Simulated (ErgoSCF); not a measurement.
**CHO+ (SMILES C#[O+]), run twice**

Wanted: the energy of CHO+, PBE0/def2-TZVP.

Program for the calculation: ErgoSCF 3.8.

4 further runs of the same task are left out: 3 that didn't finish, 1 set aside as unsound or not needed.

### Step 1. Starting point

The species is CHO+ (3 atoms), meant as a singlet with charge +1. SMILES: `C#[O+]`. Geometry: relaxed at GFN2-xTB.

Bond lengths: C1–O2 1.091 Å, C1–H3 1.098 Å. Angles: O2–C1–H3 179.9°.

### Step 2. The input as first written

Input file job.ego:

```
# CHO, wB97XD
set_nthreads("env")
molecule_inline Angstrom
C      0.000660     0.002380     0.000800
O      0.164200     1.060720     0.207090
H     -0.164860    -1.063100    -0.207890
EOF
scf.use_diagonalization = 1
XC.type = "GC2"
scf.max_number_of_iterations = 56
charge = 1
scf.output_mulliken_pop = 1
basis = "def2-TZVP"
scf.convergence_threshold = 1e-06
tmpdir = "."
run "wB97XD"
```

The run is started by

```sh
$ ergo < job.ego
```

Log:

```text
INMA ERGO version 3.8
INMA C (charge=6.0) 0.001247 0.004498 0.001512
INMA O (charge=8.0) 0.310293 2.004470 0.391343
INMA H (charge=1.0) -0.311540 -2.008968 -0.392855
INMA  use_diagonalization := 1
INMA  type := GC2
INMA  max_number_of_iterations := 56
INMA  charge := 1
INMA  output_mulliken_pop := 1
INMA  basis := def2-TZVP
INMA Basis really set to def2-TZVP
INMA  convergence_threshold := 1e-06
INMA running wB97XD
ERMA error in dft_setfunc
```

Standard output:

```text
Inline main molecule with 3 atoms.
line 16: RUN failed
line 16: Aborted.
```

It took 0.38 s on 1 thread of Arm Neoverse V1, shared host.

### Step 3. What went wrong

The input was rejected.

The log says `ERMA error in dft_setfunc`. The fault: the input names a functional that the program doesn't know. To mend it: functional PBE0 in place of wB97XD.

### Step 4. Second attempt

Input file job.ego:

```
set_nthreads(1)
molecule_inline Angstrom
C  0.000660 0.002380 0.000800
O  0.164200 1.060720 0.207090
H  -0.164860 -1.063100 -0.207890
EOF
charge = 1
scf.output_mulliken_pop = 1
scf.convergence_threshold = 1e-06
scf.use_diagonalization = 1
tmpdir = "."
XC.type = "GC2"
scf.max_number_of_iterations = 150
basis = "def2-TZVP"
run "PBE0"
```

The basis set def2-TZVP is read from a file made from the Basis Set Exchange's data (not shown).

The run is started by

```sh
$ ergo < job.ego
```

Log:

```text
[...]
INDF Weighted mixed functional:
[...]
INSC Energy   1 =        -29.10587045232
[...]
INDE E_LUMO =         -0.36592937316
[...]
INSC Energy  28 =       -113.46635007288  ( diff     -0.000000000007759 )
[...]
RESC CONVERGED after  28 iterations.
RESC FINAL ENERGY:       -113.46635007288
[...]
INSC SCF: dipole_moment_x [atomic units] =      -0.07314354
INSC SCF: dipole_moment_y [atomic units] =      -0.47406629
INSC SCF: dipole_moment_z [atomic units] =      -0.09227663
[...]
```

It took 43 s on 1 thread of Arm Neoverse V1, shared host.

### Step 5. Outcome

Level: PBE0/def2-TZVP.

| quantity | value |
| --- | --- |
| total energy | -113.46635 Eh |
